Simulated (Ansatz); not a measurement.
Relaxation of CH3Si2 (6 atoms, charge 0, multiplicity 2), to a largest force component of 0.02 eV/Å in at most 40 steps.

These are results of Ansatz, UKS PBE0/STO-3G, not measurements.

```xyz
6
Properties=species:S:1:pos:R:3
C -1.838 -1.263 -0.884
Si -0.464 -0.474 -0.225
Si 1.162 0.810 0.590
H -1.828 -2.341 -1.036
H 1.960 1.694 -0.291
H 1.008 1.575 1.846
```

Where does it end, and by what steps?

It converged. Limits of this set-up: minimal basis. After 12 steps the energy has fallen by 1.437 eV; C1 moved furthest, 0.68 Å.

```tsv
step	energy less start (eV)	largest force component (eV/Å)	accepted
0	0.0000	3.522	yes
1	-0.4641	2.439	yes
2	-0.6149	2.458	yes
3	-0.9252	1.296	yes
4	-1.1344	1.078	yes
5	-1.2541	1.067	yes
6	-1.3904	0.415	yes
7	-1.4019	0.753	yes
8	-1.4159	0.581	yes
9	-1.4317	0.204	yes
10	-1.4360	0.095	yes
11	-1.4370	0.026	yes
12	-1.4372	0.008	yes
```

```xyz
6
Properties=species:S:1:pos:R:3
C -1.268 -1.467 -0.575
Si -0.552 -0.021 -0.608
Si 1.110 0.655 0.658
H -2.000 -2.197 -0.925
H 2.080 1.377 -0.151
H 0.630 1.654 1.601
```

Whether the end is a true minimum wasn't checked by a vibrational analysis.

Run time: 20 s on 1 CPU thread of a shared host.
